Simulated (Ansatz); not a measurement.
**CH₅AlSi (SMILES [CH2]1[AlH][SiH2]1): functionals against CCSD(T) at one geometry**

How do the functionals fare away from a minimum? The structure is a structure displaced at random from a GFN2-xTB minimum.

The runs use Ansatz 0.2.0, Gaussian basis; single points in def2-TZVPP.

Correlated methods freeze the cores.

## 1. Where the work starts

SMILES `[CH2]1[AlH][SiH2]1`, 8 atoms, charge 0, spin multiplicity 1.

Atoms are counted from 1 here; the program's logs count them from 0.

Bond lengths: C1–Al2 1.910 Å, C1–Si3 2.062 Å, C1–H4 1.340 Å, C1–H5 1.134 Å, Al2–Si3 2.313 Å, Al2–H6 1.685 Å, Si3–H7 1.538 Å, Si3–H8 1.288 Å. Angles: Al2–C1–Si3 71.1°, Al2–C1–H4 113.0°, Al2–C1–H5 129.0°, Si3–C1–H4 115.0°, Si3–C1–H5 129.5°, H4–C1–H5 99.0°, C1–Al2–Si3 57.5°, C1–Al2–H6 143.8°, Si3–Al2–H6 157.5°, C1–Si3–Al2 51.4°, C1–Si3–H7 109.9°, C1–Si3–H8 110.4°, Al2–Si3–H7 124.4°, Al2–Si3–H8 129.2°, H7–Si3–H8 106.2°.

Geometry (Å):

```mol
CH5AlSi
  3D, bonds by distance, orders not assigned

  8  8  0  0  0  0  0  0  0  0999 V2000
   -0.4377    0.3718   -0.7263 C   0  0
   -0.0016    1.1554    0.9600 Al  0  0
    0.4561   -1.0567    0.4629 Si  0  0
   -1.7570    0.2151   -0.9047 H   0  0
   -0.1579    0.7201   -1.7689 H   0  0
    0.0915    2.6148    1.7975 H   0  0
    1.7559   -1.5477   -0.1966 H   0  0
   -0.3045   -2.0900    0.5709 H   0  0
  1  2  8  0
  1  3  8  0
  1  4  8  0
  1  5  8  0
  2  3  8  0
  2  6  8  0
  3  7  8  0
  3  8  8  0
M  END
```

## 2. CCSD(T)/def2-TZVPP

File run/in.yaml:

```yaml
crystal:
  periodic: [false, false, false]
  atoms:
    - {symbol: C, position_ang: [-0.437700, 0.371800, -0.726300]}
    - {symbol: Al, position_ang: [-0.001600, 1.155400, 0.960000]}
    - {symbol: Si, position_ang: [0.456100, -1.056700, 0.462900]}
    - {symbol: H, position_ang: [-1.757000, 0.215100, -0.904700]}
    - {symbol: H, position_ang: [-0.157900, 0.720100, -1.768900]}
    - {symbol: H, position_ang: [0.091500, 2.614800, 1.797500]}
    - {symbol: H, position_ang: [1.755900, -1.547700, -0.196600]}
    - {symbol: H, position_ang: [-0.304500, -2.090000, 0.570900]}
basis:
  gaussian: {orbitals: def2-TZVPP}
correlation: {method: ccsd_t}
output: {forces: true}
```

No record of the launch command was kept for these runs.

## 3. PBE0-D4/def2-TZVPP

run/in.yaml: that of step 2 with these lines changed.

```diff
@@ -13,3 +13,3 @@
   gaussian: {orbitals: def2-TZVPP}
-correlation: {method: ccsd_t}
-output: {forces: true}
+hamiltonian: {xc: pbe0, dispersion: d4}
+output: {forces: true, orbitals: {seedname: orbitals}}
```

## 4. wB97M-V/def2-TZVPP

run/in.yaml: that of step 3 with these lines changed.

```diff
@@ -13,3 +13,3 @@
   gaussian: {orbitals: def2-TZVPP}
-hamiltonian: {xc: pbe0, dispersion: d4}
-output: {forces: true, orbitals: {seedname: orbitals}}
+hamiltonian: {xc: {name: wB97M-V}}
+output: {forces: true}
```

## 5. r2SCAN-D4/def2-TZVPP

run/in.yaml: that of step 4 with these lines changed.

```diff
@@ -13,3 +13,3 @@
   gaussian: {orbitals: def2-TZVPP}
-hamiltonian: {xc: {name: wB97M-V}}
+hamiltonian: {xc: r2scan, dispersion: d4}
 output: {forces: true}
```

## 6. PBE-D4/def2-TZVPP

run/in.yaml: that of step 5 with these lines changed.

```diff
@@ -13,3 +13,3 @@
   gaussian: {orbitals: def2-TZVPP}
-hamiltonian: {xc: r2scan, dispersion: d4}
+hamiltonian: {xc: pbe, dispersion: d4}
 output: {forces: true}
```

## 7. BHLYP-D4/def2-TZVPP

run/in.yaml: that of step 6 with these lines changed.

```diff
@@ -13,3 +13,3 @@
   gaussian: {orbitals: def2-TZVPP}
-hamiltonian: {xc: pbe, dispersion: d4}
+hamiltonian: {xc: {name: BHLYP}, dispersion: d4}
 output: {forces: true}
```

## 8. revPBE-D4/def2-TZVPP

run/in.yaml: that of step 7 with these lines changed.

```diff
@@ -13,3 +13,3 @@
   gaussian: {orbitals: def2-TZVPP}
-hamiltonian: {xc: {name: BHLYP}, dispersion: d4}
+hamiltonian: {xc: {name: revPBE}, dispersion: d4}
 output: {forces: true}
```

(Steps that only read results are left out.)

Q: Predict the outcome of this session. Wanted: energy less free atoms, CCSD(T)/def2-TZVPP; RMS force component; RMS force error; HOMO and LUMO, PBE0-D4; T1 diagnostic.

The runs gave:

```
                                  quantity                                                                                              value
energy less free atoms, CCSD(T)/def2-TZVPP                                                                                    -525.9 kcal/mol
                       RMS force component                                                               1.979 to 2.042 eV/Å over the methods
                           RMS force error  PBE0-D4 0.115, wB97M-V 0.106, r2SCAN-D4 0.107, PBE-D4 0.151, BHLYP-D4 0.139, revPBE-D4 0.157 eV/Å
                    HOMO and LUMO, PBE0-D4                                                                                 -6.55 and -1.98 eV
                             T1 diagnostic                                                                                              0.014
```

**Reading.** Against CCSD(T) the functionals' energies less atoms differ by -18.3 to -1.0 kcal/mol, PBE-D4 by -18.3 kcal/mol. A larger basis would deepen the CCSD(T) value, while the functionals are nearly converged already, so the order here is not reliable. On forces the order runs from wB97M-V to revPBE-D4. Frozen-core CCSD(T) forces in triple zeta carry basis errors of their own, and this is one geometry, so small gaps rank nothing.
